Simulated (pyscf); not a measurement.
Optimised with ωB97X-D3(BJ)/def2-SVP in PySCF.

F–SiH(Cl)–O–SiH₃ + hydrogen (H₂) → F–SiH₂–O–SiH₃ + hydrogen chloride (HCl)
Surface: singlet. Broken: Cl–Si, H–H. Formed: H–Si, Cl–H. Give ΔE‡ and ΔE from ωB97M-D3(BJ)/def2-TZVP, relative to the separated reactants.

ΔE‡ = 216.6 kJ/mol, ΔE = +92.6 kJ/mol. Zero-point energy shifts the barrier by +12.8 kJ/mol. It is a four-centre exchange, with an imaginary mode of 839i cm⁻¹. One saddle was located; it need not be the lowest between these sides.
